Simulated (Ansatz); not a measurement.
An input meant for BC₂ (charge 0, doublet).

```yaml
crystal:
  periodic: [false, false, false]
  atoms:
    - {symbol: B, position_ang: [-1.934735, 1.608945, 0.280667]}
    - {symbol: C, position_ang: [0.050170, -0.033765, -0.006538]}
    - {symbol: C, position_ang: [1.884584, -1.575199, -0.274128]}
basis:
  gaussian: {orbitals: "6-31G*", fitting: {mean_field: cc-pVTZ-jkfit}, final_grid: {core_spheres: 5, valence_spheres: 4, degree: 11}}
magnetization: {spin_polarized: true, initial_magnetization: 1}
hamiltonian: {xc: {name: LC-wPBE}}
scf: {omitted_lower_state_checks: [starts]}
```

```sh
$ ansatz run in.yaml --threads 4 --pin off --events-out ev --progress --plain --max-ram 3916MiB
```

It prints (some lines left out):

```
Functional definition: LC-wPBE
237 factors; integrals over basis functions are off by at most 2.5e-1 eV
237 factors; integrals over basis functions are off by at most 2.0e-5 eV
mean field evaluation 1: about -2723.4421 eV, gradient 1.3e1 eV
mean field evaluation 2: about -2703.9151 eV, gradient 5.6e1 eV
mean field evaluation 4: about -2725.0796 eV, gradient 9.4e0 eV
mean field evaluation 8: about -2725.7149 eV, gradient 1.1e0 eV
mean field evaluation 16: about -2728.2696 eV, gradient 4.3e-1 eV
mean field evaluation 32: about -2728.5091 eV, gradient 1.5e-1 eV
mean field -2728.50962218 eV, -100.2708791648 hartree, gradient 4.2e-6 eV, S^2 2.541509; 0 other end points of the search recorded, 0 dependent functions left out
reference -2728.50962218 eV, -100.2708791649 hartree; 9, 8 occupied and 36, 37 virtual orbitals, 237 factors
Total energy: -2728.50962218 eV, -100.2708791649 hartree
Checks for a lower state left out: starts
```

(1) Something in this input is off. What?

## Answers

(1) The coordinates are in bohr but typed as ångström. The run converged. The result belongs to that input, not to the species as meant. The charge 0 doublet is spin-contaminated (final ⟨S²⟩ up to 2.54, 0.75 for a pure state).
